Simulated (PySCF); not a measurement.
Cards and structures have been mixed up. Pair them.

Structures:
1. `CN(C)CN(C)C` (N,N,N',N'-tetramethylmethanediamine)
2. `ClB(Cl)Br` (BCl2Br)
3. `CCC(C)(C)F` (CH3CH2CF(CH3)2)
4. `F[C]F` (difluoromethylene) [singlet]

Card P (geometry PBE0-D3(BJ)/def2-TZVP):
* Rotational constants A, B, C: 4.599, 2.628, 2.565 GHz
* HOMO energy (B97-2/pcSseg-2): -8.61 eV
* Point group: C1
* Isotropic shieldings of nuclei other than C and H, by class (GIAO B97-2/pcSseg-2): 350 (1 F) ppm
* Dipole moment (B97-2/pcSseg-2): 1.87 D

Card Q (geometry PBE0-D3(BJ)/def2-TZVP):
* Rotational constants A, B, C: 88.513, 12.626, 11.050 GHz
* Static isotropic polarisability (CAM-B3LYP/aug-cc-pVTZ): 16.5 au
* 13C chemical shifts (computed TMS as zero) by class (GIAO PBE0/pcSseg-2): 326.5 (1 C) ppm
* Dipole moment (CAM-B3LYP/aug-cc-pVTZ): 0.60 D
* Strongest line among the 10 lowest singlet transitions (TDDFT CAM-B3LYP/aug-cc-pVTZ): S6 at 9.19 eV (135 nm, f = 0.139)

Card R (geometry PBE0-D3(BJ)/def2-SVP):
- Rotational constants A, B, C: 4.575, 1.513, 1.492 GHz
- Static isotropic polarisability (wB97X-D/def2-SVPD): 83.2 au
- Isotropic shieldings of nuclei other than C and H, by class (GIAO PBE0/pcSseg-1): 224 (2 N) ppm
- Largest of the computed one-bond spin–spin couplings (means over like bonds) (B3LYP/pcJ-1, spin–dipole term left out for some pairs): 13C–1H +140.1 (×2), 13C–1H +138.5 (×12), 15N–13C -9.2 (×2), 15N–13C -6.6 (×4) Hz
- Vertical ionisation energy (ΔSCF wB97X-D/def2-SVPD): 8.02 eV

Card S (geometry PBE0-D3(BJ)/def2-SVP):
- Rotational constants A, B, C: 3.182, 1.750, 1.129 GHz
- Static isotropic polarisability (wB97X-D/def2-SVPD): 61.8 au
- HOMO energy (wB97X-D/def2-SVPD): -10.61 eV
- Lowest singlet excitation (TDDFT wB97X-D/def2-SVPD): 5.42 eV (229 nm, f = 0.000)
- Isotropic shieldings of nuclei other than C and H, by class (GIAO B3LYP/pcSseg-1): 38 (1 B), 612 (2 Cl), 2004 (1 Br) ppm

All species are isolated and taken at one optimised geometry, non-relativistic unless stated. Electronic properties by PySCF. NMR classes are plain means over equivalent atoms (diastereotopic ones count apart unless rotation or inversion swaps them), as if these changed places fast.

Problem. Which card belongs to which structure?

Solution. P = 3, Q = 4, R = 1, S = 2. What ties each card to its structure:
- 1 (card R), C5H14N2, monoisotopic mass 102.1 u, 7 heavy atoms: an asymmetric top with C = 1.492 GHz; polarisability 83.2 au for 58 electrons.
- 2 (card S), BBrCl2, monoisotopic mass 159.9 u, 4 heavy atoms: an asymmetric top with C = 1.129 GHz, the lowest such constant on the cards; polarisability 61.8 au for 74 electrons.
- 3 (card P), C5H11F, monoisotopic mass 90.1 u, 6 heavy atoms: point group C1; an asymmetric top with C = 2.565 GHz; dipole 1.87 D.
- 4 (card Q), CF2, monoisotopic mass 50.0 u, 3 heavy atoms: 1 C in 1 class; an asymmetric top with C = 11.050 GHz, the highest such constant on the cards; polarisability 16.5 au for 24 electrons; dipole 0.60 D.
